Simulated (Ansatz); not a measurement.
Cost and result for the atomization energy of CH6BN (9 atoms, 8 bonds).

```xyz
9

B     0.368    0.318    1.051
C    -0.362    0.258   -0.305
N    -0.191   -0.666   -1.207
H     0.877    1.429    1.096
H     1.146   -0.606    1.186
H    -0.531    0.351    1.882
H    -1.096    1.010   -0.601
H    -0.684   -0.689   -2.086
H     0.472   -1.405   -1.017
```

Total charge 0; spin multiplicity 1. The bonds changed during the relaxation, so this is another structure than the one it started from. The geometry is a stationary point of PBE0-D4/def2-TZVP. It is one conformer, not always the lowest. Program: Ansatz. All runs use 2 threads of an Arm Neoverse N1 on a shared host. Times are those of one run each, without the atoms' runs, and a repeat can differ threefold. Electronic energies, without spin–orbit coupling; frozen cores. CCSD(T)/CBS adds CCSD(T) − MP2 in def2-TZVPP to the MP2 limit, and its time is that of the two runs behind it. T1 = 0.017. B3LYP takes the VWN-RPA correlation (the form of Gaussian; ORCA's B3LYP/G). HSE06 is the plane-wave form, built on full-range PBE exchange.

CCSD(T)/CBS is a level of theory with its own doubt, some kJ/mol a heavy atom from the limit and from the frozen cores, so smaller differences don't rank the functionals.

```
                             level  functions  wall time
                  CCSD(T)/def2-SVP         72      2.3 s
                BLYP-D4/def2-TZVPP        177      2.9 s
               BHLYP-D4/def2-TZVPP        177      3.1 s
           CAM-B3LYP-D4/def2-TZVPP        177      3.4 s
               HSE06-D4/def2-TZVPP        177      3.6 s
 B3LYP-D4/def2-TZVPP (with forces)        177      4.2 s
               PBE-QIDH/def2-TZVPP        177      5.5 s
r2SCAN-D4/def2-TZVPP (with forces)        177        6 s
                ωB97X-V/def2-TZVPP        177      9.5 s
                 B97M-V/def2-TZVPP        177       11 s
                    MP2/def2-QZVPP        351       21 s
                CCSD(T)/def2-TZVPP        177       44 s
                 CCSD(T)/CBS(def2)          –       64 s
```

(1) What atomization energy does each give, and how far from CCSD(T)/CBS? (Best estimate.)

Results:

(1) The calculation gave: 
| level | atomization (kcal/mol) | difference from CCSD(T)/CBS | per bond |
| --- | --- | --- | --- |
| CCSD(T)/def2-SVP | 708.9 | -35.7 | -4.5 |
| BLYP-D4/def2-TZVPP | 756.7 | 12.1 | 1.5 |
| BHLYP-D4/def2-TZVPP | 734.2 | -10.4 | -1.3 |
| CAM-B3LYP-D4/def2-TZVPP | 757.6 | 13.0 | 1.6 |
| HSE06-D4/def2-TZVPP | 754.3 | 9.7 | 1.2 |
| B3LYP-D4/def2-TZVPP (with forces) | 756.8 | 12.2 | 1.5 |
| PBE-QIDH/def2-TZVPP | 742.2 | -2.4 | -0.3 |
| r2SCAN-D4/def2-TZVPP (with forces) | 753.0 | 8.4 | 1.1 |
| ωB97X-V/def2-TZVPP | 750.5 | 5.9 | 0.7 |
| B97M-V/def2-TZVPP | 753.3 | 8.7 | 1.1 |
| MP2/def2-QZVPP | 740.7 | -3.9 | -0.5 |
| CCSD(T)/def2-TZVPP | 726.8 | -17.8 | -2.2 |
| CCSD(T)/CBS(def2) | 744.6 | 0.0 | 0.0 |

The D4 term adds +4.1 kcal/mol with B3LYP and +2.1 kcal/mol with PBE0; it sums over pairs of atoms, weighted by their polarisabilities, and B3LYP, whose exchange is more repulsive, gets the larger term. At CCSD(T), def2-SVP lies −35.6 kcal/mol from the extrapolated value and def2-TZVPP −17.8 kcal/mol: correlation converges slowly with the basis, and small sets miss more of it in the bonded molecule than in its fragments. In def2-TZVPP, CCSD(T) changes the Hartree–Fock value by +182.4 kcal/mol (the triples alone add +9.9 kcal/mol) and MP2 by +185.8 kcal/mol; breaking electron pairs costs correlation energy, which Hartree–Fock lacks.
